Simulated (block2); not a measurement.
# SiS (SMILES [Si-]#[S+]): DMRG/STO-3G

What is the energy change on altering one bond length of SiS at DMRG/STO-3G? The job is set up through a Python script.

The results are computed with block2 0.5.4.

2 further runs of the same task are left out: 1 that didn't finish, 1 set aside as unsound or not needed.

**1. Starting point**

The species is SiS (2 atoms), meant as a singlet with charge 0. As SMILES, `[Si-]#[S+]`. The bond length is the measured one.

Bond lengths: Si1–S2 1.929 Å.

**2. The energy at DMRG/STO-3G**

Contents of block2_dmrg.py:

```python
import numpy as np
from pyscf import cc, dft, gto, mcscf, mp, scf
from pyblock2._pyscf.ao2mo import integrals as itg
from pyblock2.driver.core import DMRGDriver, SymmetryTypes

geom = """
Si
S 1 1.929321
"""
mol = gto.M(
    atom=geom,
    basis="sto-3g",
    spin=0,
    verbose=4,
    max_memory=2000,
)
print("nao                            = %d" % (mol.nao))
mf = scf.RHF(mol)
mf.conv_tol = 1e-10
mf.max_cycle = 200
mf.kernel()
if not mf.converged:
    mf = mf.newton().run(mf.mo_coeff, mf.mo_occ)
print(f"reference energy               = {mf.e_tot:.10f}")
# single-reference ladder for comparison
ref = mf
pt = mp.MP2(ref, frozen=10).run()
mycc = cc.CCSD(ref, frozen=10)
mycc.max_cycle = 150
mycc.kernel()
print("E(MP2)                         = %.10f" % (pt.e_tot))
if mycc.converged:
    print(f"CCSD total energy              = {mycc.e_tot:.10f}")
    print(f"CCSD(T) total energy           = {mycc.e_tot + mycc.ccsd_t():.10f}")
    print(f"T1 diagnostic                  = {mycc.get_t1_diagnostic():.4f}")
# a few density functionals on the same geometry and basis
ks = dft.RKS(mol, xc="b3lyp").set(conv_tol=1e-9, verbose=3).run()
if ks.converged:
    print("E(B3LYP)                       = %.8f" % (ks.e_tot))
ks = dft.RKS(mol, xc="m062x").set(conv_tol=1e-9, verbose=3).run()
if ks.converged:
    print(f"E(M06-2X)                      = {ks.e_tot:.8f}")
ks = dft.RKS(mol, xc="tpss").set(conv_tol=1e-9, verbose=3).run()
if ks.converged:
    print(f"E(TPSS)                        = {ks.e_tot:.8f}")
ks = dft.RKS(mol, xc="hse06").set(conv_tol=1e-9, verbose=3).run()
if ks.converged:
    print(f"E(HSE06)                       = {ks.e_tot:.8f}")
# rotate to MP2 natural orbitals
occ_no, mo = mcscf.addons.make_natural_orbitals(mp.MP2(mf, frozen=10).run())
mf.mo_coeff = mo
ncas, n_elec, spin, ecore, h1e, g2e, orb_sym = itg.get_rhf_integrals(mf, ncore=10, ncas=8, pg_symm=False, g2e_symm=1)
driver = DMRGDriver(scratch="./tmp", symm_type=SymmetryTypes.SU2, stack_mem=1500 << 20, n_threads=1)
# order the orbitals along the chain
idx = driver.orbital_reordering(h1e, g2e, method="gaopt")
print("orbital order:", idx.tolist())
h1e = h1e[np.ix_(idx, idx)]
g2e = g2e[np.ix_(idx, idx, idx, idx)]
orb_sym = np.array(orb_sym)[idx]
driver.initialize_system(n_sites=ncas, n_elec=n_elec, spin=spin, orb_sym=orb_sym)
mpo = driver.get_qc_mpo(h1e=h1e, g2e=g2e, ecore=ecore, iprint=1)
occs = np.array([1.8] * 5 + [0.2] * 3)[idx]
ket = driver.get_random_mps(tag="GS", bond_dim=25, nroots=1, occs=occs)
bond_dims = [25] * 3 + [50] * 2 + [100] * 4
noises = [0.0001] * 3 + [0.0001] * 2 + [1e-05] * 4 + [0]
thrds = [1e-07] * 9
e = driver.dmrg(mpo, ket, n_sweeps=15, tol=1e-07, bond_dims=bond_dims, noises=noises, thrds=thrds, iprint=2)
ms, dws, es = driver.get_dmrg_results()
print("DW                             = %.3e" % (dws[-1]))
print(f"E(final)                       = {e:.10f}")
csf, coef = driver.get_csf_coefficients(ket, cutoff=0.08, iprint=1)
print(f"c0^2                           = {np.max(np.abs(coef)) ** 2:.4f}")
# FCI check
ci = mcscf.CASCI(mf, 8, (5, 5))
ci.fix_spin_(ss=0)
ci.fcisolver.conv_tol = 1e-10
ci.fcisolver.max_cycle = 200
ci.kernel()
print(f"FCI energy                     = {ci.e_tot:.10f}")
```

Run with:

```console
$ python block2_dmrg.py
```

Log:

```text
[INPUT] verbose = 4
[INPUT] num. atoms = 2
[INPUT] num. electrons = 30
[INPUT] charge = 0
[INPUT] spin (= nelec alpha-beta = 2S) = 0
[INPUT] symmetry False subgroup None
[INPUT] Mole.unit = angstrom
[INPUT] Symbol           X                Y                Z      unit          X                Y                Z       unit  Magmom
[INPUT]  1 Si     0.000000000000   0.000000000000   0.000000000000 AA    0.000000000000   0.000000000000   0.000000000000 Bohr   0.0
[INPUT]  2 S      1.929321000000   0.000000000000   0.000000000000 AA    3.645888296372   0.000000000000   0.000000000000 Bohr   0.0

nuclear repulsion = 61.4390737705545
number of shells = 10
number of NR pGTOs = 54
number of NR cGTOs = 18
basis = sto-3g
ecp = {}
CPU time:         0.41
nao                            = 18

******** <class 'pyscf.scf.hf.RHF'> ********
method = RHF
initial guess = minao
damping factor = 0
level_shift factor = 0
DIIS = <class 'pyscf.scf.diis.CDIIS'>
diis_start_cycle = 1
diis_space = 8
diis_damp = 0
SCF conv_tol = 1e-10
SCF conv_tol_grad = None
SCF max_cycles = 200
direct_scf = True
direct_scf_tol = 1e-13
chkfile to save SCF result = tmpftcxagw8
max_memory 2000 MB (current use 108 MB)
Set gradient conv threshold to 1e-05
Initial guess from minao.
init E= -678.301029364956
  HOMO = -0.234660639966879  LUMO = 0.087554154395791  gap/eV = 8.76791
[... 55 lines left out ...]
CCSD total energy              = -678.8382426209
[... 88 lines left out ...]
 --> Site =    3-   4 .. Mmps =   25 Ndav =   9 E =   -678.8185279107 Error = 1.00e-07 FLOPS = 1.40e+09 Tdav = 0.00 T = 0.01
[... 28 lines left out ...]
 --> Site =    0-   1 .. Mmps =    3 Ndav =   1 E =   -678.8481718244 Error = 0.00e+00 FLOPS = 1.26e+08 Tdav = 0.00 T = 0.00
[... 19 lines left out ...]
 <-- Site =    2-   3 .. Mmps =   50 Ndav =   3 E =   -678.8491245285 Error = 1.59e-07 FLOPS = 2.15e+09 Tdav = 0.00 T = 0.02
[... 28 lines left out ...]
 <-- Site =    5-   6 .. Mmps =   10 Ndav =   1 E =   -678.8491254040 Error = 0.00e+00 FLOPS = 1.07e+09 Tdav = 0.00 T = 0.01
[... 19 lines left out ...]
 --> Site =    5-   6 .. Mmps =   98 Ndav =   1 E =   -678.8491280328 Error = 7.57e-20 FLOPS = 1.58e+09 Tdav = 0.00 T = 0.02
[... 28 lines left out ...]
 --> Site =    2-   3 .. Mmps =   35 Ndav =   1 E =   -678.8491280328 Error = 0.00e+00 FLOPS = 2.45e+09 Tdav = 0.00 T = 0.02
[... 14 lines left out ...]
 <-- Site =    5-   6 .. Mmps =   10 Ndav =   1 E =   -678.8491280328 Error = 0.00e+00 FLOPS = 1.56e+09 Tdav = 0.00 T = 0.01
 <-- Site =    4-   5 .. Mmps =   35 Ndav =   2 E =   -678.8491280407 Error = 0.00e+00 FLOPS = 2.53e+09 Tdav = 0.00 T = 0.04
 <-- Site =    3-   4 .. Mmps =   74 Ndav =   1 E =   -678.8491280407 Error = 2.02e-20 FLOPS = 2.71e+09 Tdav = 0.00 T = 0.02
 <-- Site =    2-   3 .. Mmps =   83 Ndav =   1 E =   -678.8491280407 Error = 4.26e-20 FLOPS = 2.33e+09 Tdav = 0.00 T = 0.02
 <-- Site =    1-   2 .. Mmps =   57 Ndav =   1 E =   -678.8491280407 Error = 6.83e-20 FLOPS = 1.58e+09 Tdav = 0.00 T = 0.02
 <-- Site =    0-   1 .. Mmps =   32 Ndav =   1 E =   -678.8491280407 Error = 4.52e-21 FLOPS = 5.60e+08 Tdav = 0.00 T = 0.01
[... 6 lines left out ...]
 | Teff = 0.093 | Tprt = 0.000 | Teig = 0.005 | Tblk = 0.115 | Tmve = 0.014 | Tdm = 0.000 | Tsplt = 0.003 | Tsvd = 0.000 | Torth = 0.000

DW                             = 6.829e-20
E(final)                       = -678.8491280407
DTRIE T =      0.001
Number of CSF =          8 (cutoff =      0.08)
Sum of weights of included CSF =    0.958115032437625

CSF          0 20222020  =   -0.937138500464936
CSF          1 +-2220+-  =    0.141252988597800
CSF          2 02222020  =    0.118065840494211
CSF          3 20222002  =    0.118065726538597
CSF          4 +-2+2-20  =    0.096762046518677
CSF          5 202+2-+-  =    0.096760810277431
CSF          6 +-222020  =   -0.081640934452062
CSF          7 202220+-  =   -0.081634599841135
c0^2                           = 0.8782

******** <class 'pyscf.mcscf.casci.CASCI'> ********
CAS (5e+5e, 8o), ncore = 10, nvir = 0
natorb = False
canonicalization = True
sorting_mo_energy = False
max_memory 2000 MB (current use 269 MB)
******** <class 'pyscf.fci.addons.SpinPenaltyFCISolver'> ********
max. cycles = 200
conv_tol = 1e-10
davidson only = True
linear dependence = 1e-12
level shift = 0.001
max iter space = 12
max_memory 2000 MB
nroots = 1
pspace_size = 400
spin = None
Density matrix diagonal elements [1.99815733 1.97063984 1.95917595 1.91610732 1.91610732 0.10033709
 0.10033709 0.03913805]
CASCI converged
CASCI E = -678.849128042532  E(CI) = -20.0331838481696  S^2 = 0.0000000
FCI energy                     = -678.8491280425
```

Wall time 5.7 s (1 thread of Arm Neoverse V2, shared host); peak memory 0.26 GiB.

**3. The distorted shape: the energy at DMRG/STO-3G**

Contents of mol.xyz:

```xyz
2
SSi
Si     0.000000     0.000000    -1.543479
S      0.000000     0.000000     1.929321
```

Contents of job.py:

```python
import numpy as np
from pyscf import cc, dft, gto, mp, scf
from pyblock2._pyscf.ao2mo import integrals as itg
from pyblock2.driver.core import DMRGDriver, SymmetryTypes
from scipy.stats import linregress

mol = gto.M(atom="mol.xyz", basis="sto-3g", charge=0, verbose=3, max_memory=2000)
print("basis functions: %d" % (mol.nao))
mf = scf.UHF(mol)
mf.conv_tol = 1e-10
mf.max_cycle = 200
mf.kernel()
if not mf.converged:
    mf = mf.newton().run(mf.mo_coeff, mf.mo_occ)
# make sure the determinant is stable
for _ in range(5):
    mo, _, ok, _ = mf.stability(return_status=True)
    if ok:
        break
    mf.kernel(mf.make_rdm1(mo, mf.mo_occ))
print("SCF energy: %.10f" % (mf.e_tot))
print("reference S^2: %.4f" % (mf.spin_square()[0]))
# MP2, CCSD and CCSD(T) with the same frozen core
ref = mf
pt = mp.MP2(ref, frozen=10).run()
mycc = cc.CCSD(ref, frozen=10)
mycc.max_cycle = 150
mycc.kernel()
print(f"MP2 total energy: {pt.e_tot:.10f}")
if mycc.converged:
    print("E(CCSD): %.10f" % (mycc.e_tot))
    print("CCSD(T) total energy: %.10f" % (mycc.e_tot + mycc.ccsd_t()))
# a few density functionals on the same geometry and basis
ks = dft.UKS(mol, xc="b3lyp").set(conv_tol=1e-9, verbose=3).run(mf.make_rdm1())
if ks.converged:
    print("E(B3LYP): %.8f" % (ks.e_tot))
ks = dft.UKS(mol, xc="m062x").set(conv_tol=1e-9, verbose=3).run(mf.make_rdm1())
if ks.converged:
    print("E(M06-2X): %.8f" % (ks.e_tot))
ks = dft.UKS(mol, xc="tpss").set(conv_tol=1e-9, verbose=3).run(mf.make_rdm1())
if ks.converged:
    print(f"E(TPSS): {ks.e_tot:.8f}")
ks = dft.UKS(mol, xc="hse06").set(conv_tol=1e-9, verbose=3).run(mf.make_rdm1())
if ks.converged:
    print("E(HSE06): %.8f" % (ks.e_tot))
ncas, n_elec, spin, ecore, h1e, g2e, orb_sym = itg.get_uhf_integrals(mf, ncore=10, ncas=8, pg_symm=False, g2e_symm=8)
driver = DMRGDriver(scratch="./tmp", symm_type=SymmetryTypes.SZ, stack_mem=1500 << 20, n_threads=1)
driver.initialize_system(n_sites=ncas, n_elec=n_elec, spin=spin, orb_sym=orb_sym)
mpo = driver.get_qc_mpo(h1e=h1e, g2e=g2e, ecore=ecore, iprint=1)
ket = driver.get_random_mps(tag="GS", bond_dim=75, nroots=1)
bond_dims = [75] * 2 + [112] * 4 + [150] * 2
noises = [0.0001] * 2 + [0.0001] * 4 + [1e-05] * 2 + [0]
thrds = [1e-07] * 8
e = driver.dmrg(mpo, ket, n_sweeps=14, tol=1e-06, bond_dims=bond_dims, noises=noises, thrds=thrds, iprint=1)
ms, dws, es = driver.get_dmrg_results()
print("DW: %.3e" % (dws[-1]))
print(f"E(final): {e:.10f}")
dm1 = driver.get_1pdm(ket)
print("occupation numbers:", np.round(np.concatenate([np.linalg.eigvalsh(x)[::-1] for x in dm1]), 5).tolist())
print("orbital entropies:", np.round(driver.get_orbital_entropies(ket, orb_type=1), 4).tolist())
print("largest bipartite entropy: %.4f" % (max(driver.get_bipartite_entanglement(ket))))
# extrapolation to zero discarded weight
ket = driver.adjust_mps(ket, dot=2)[0]
back = [90, 75, 60, 45]
driver.dmrg(mpo, ket, n_sweeps=4 * len(back), tol=0, bond_dims=[m for m in back for _ in range(4)], noises=[0] * (4 * len(back)), thrds=[1e-9] * (4 * len(back)), iprint=1)
ms, dws, es = driver.get_dmrg_results()
ms, dws, es = ms[3::4], dws[3::4], np.array(es)[3::4, 0]
fit = linregress(dws, es)
print("M values:", np.round(ms, 1).tolist())
print("DW(M):", np.round(dws, 12).tolist())
print("energies at each M:", np.round(es, 9).tolist())
print(f"extrapolated energy: {fit.intercept:.8f}")
print("extrapolation error: %.3e" % (abs(fit.intercept - es.min()) / 5))
```

Run with:

```console
$ python job.py
```

Log:

```text
basis functions: 18
[... 2 lines left out ...]
converged SCF energy = -678.485864116351  <S^2> = 0.98631278  2S+1 = 2.2237921
[... 3 lines left out ...]
converged SCF energy = -678.54199181132  <S^2> = 1.9356944  2S+1 = 2.9568188
[... 5 lines left out ...]
UCCSD not converged
[... 2 lines left out ...]
converged SCF energy = -679.605964263925  <S^2> = 1.4606192  2S+1 = 2.6158128
[... 3 lines left out ...]
SCF not converged.
[... 1 line left out ...]
SCF not converged.
[... 1 line left out ...]
integral symmetrize error =  0.0
integral cutoff error =  0.0
[... 44 lines left out ...]
E(final): -678.6186510716
[... 28 lines left out ...]
Sweep =    8 | Direction = backward | Bond dimension =   60 | Noise =  0.00e+00 | Dav threshold =  1.00e-09
Time elapsed =      1.721 | E =    -678.6186507323 | DE = 5.21e-07 | DW = 6.05813e-06

Sweep =    9 | Direction =  forward | Bond dimension =   60 | Noise =  0.00e+00 | Dav threshold =  1.00e-09
Time elapsed =      1.879 | E =    -678.6186468714 | DE = 3.86e-06 | DW = 5.65143e-06

Sweep =   10 | Direction = backward | Bond dimension =   60 | Noise =  0.00e+00 | Dav threshold =  1.00e-09
Time elapsed =      2.040 | E =    -678.6186468728 | DE = -1.47e-09 | DW = 5.66453e-06

Sweep =   11 | Direction =  forward | Bond dimension =   60 | Noise =  0.00e+00 | Dav threshold =  1.00e-09
Time elapsed =      2.201 | E =    -678.6186468713 | DE = 1.49e-09 | DW = 5.63909e-06

Sweep =   12 | Direction = backward | Bond dimension =   45 | Noise =  0.00e+00 | Dav threshold =  1.00e-09
Time elapsed =      2.385 | E =    -678.6186429794 | DE = 3.89e-06 | DW = 4.10358e-04

Sweep =   13 | Direction =  forward | Bond dimension =   45 | Noise =  0.00e+00 | Dav threshold =  1.00e-09
Time elapsed =      2.524 | E =    -678.6185894824 | DE = 5.35e-05 | DW = 3.48122e-04

Sweep =   14 | Direction = backward | Bond dimension =   45 | Noise =  0.00e+00 | Dav threshold =  1.00e-09
Time elapsed =      2.706 | E =    -678.6185894822 | DE = 1.65e-10 | DW = 3.47967e-04

Sweep =   15 | Direction =  forward | Bond dimension =   45 | Noise =  0.00e+00 | Dav threshold =  1.00e-09
Time elapsed =      2.848 | E =    -678.6185894776 | DE = 4.63e-09 | DW = 3.48132e-04

M values: [90, 75, 60, 45]
DW(M): [2.1357e-08, 3.57764e-07, 5.639088e-06, 0.000348132192]
energies at each M: [-678.618651252, -678.618651254, -678.618646871, -678.618589478]
extrapolated energy: -678.61865015
extrapolation error: 2.199e-07
```

Run time: 22 s. Hardware: 1 thread of Arm Neoverse V2, shared host; peak memory 0.28 GiB.

**4. Outcome**

At DMRG/STO-3G, 10 core orbitals frozen:

| quantity | value |
| --- | --- |
| run 1, DMRG/STO-3G: total energy | -678.84913 Eh |
| run 1, DMRG/STO-3G: T1 diagnostic of the CCSD step | 0.039 |
| distorted shape: total energy | -678.61865 Eh |
| energy change with the Si1–S2 bond stretched from 1.929 to 3.473 Å | 6.272 eV |

With the Si1–S2 bond stretched from 1.929 to 3.473 Å the energy rises by 6.27 eV (605 kJ/mol). The first shape isn't relaxed at this level, so the change isn't measured from a minimum. The minimal basis adds a large error of its own. The T1 diagnostic (run 1, DMRG/STO-3G) of 0.039 is above the customary mark for such species, so a single reference may not serve.
